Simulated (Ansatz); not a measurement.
1T (CdI2-type) CdI2 was calculated with PBE (PAW; Ansatz, an electronic-structure program).

Run with plane-wave cutoff 520 eV, 12×12×6 k mesh (along the axes of the cell as run), Fermi–Dirac smearing 0.01 eV, scalar-relativistic PAW data made under PBE.

Cell (measured lattice):

```cif
data_CdI2
_chemical_formula_sum 'Cd1 I2'
_space_group_name_H-M_alt 'P-3m1'
_space_group_IT_number 164
_space_group_name_Hall '-P 3 2"'
_cell_length_a 4.24400
_cell_length_b 4.24400
_cell_length_c 6.85900
_cell_angle_alpha 90.000
_cell_angle_beta 90.000
_cell_angle_gamma 120.000
loop_
_atom_site_label
_atom_site_type_symbol
_atom_site_symmetry_multiplicity
_atom_site_Wyckoff_symbol
_atom_site_fract_x
_atom_site_fract_y
_atom_site_fract_z
_atom_site_occupancy
Cd1 Cd 1 a 0.00000 0.00000 0.00000 1
I1 I 2 d 0.66667 0.33333 0.24920 1
```

Problem. Give the computed band gap and smallest direct gap on the k points sampled.

Solution. 
* **band gap**: 2.35 eV
* **smallest direct gap on the k points sampled**: 2.63 eV

Note: cell and atoms aren't relaxed at this level (pressure 1.9 GPa).

Spin–orbit coupling is not included; with these elements it can move the gap by several tenths of an eV or more.

Static lattice: no zero-point or thermal effects.
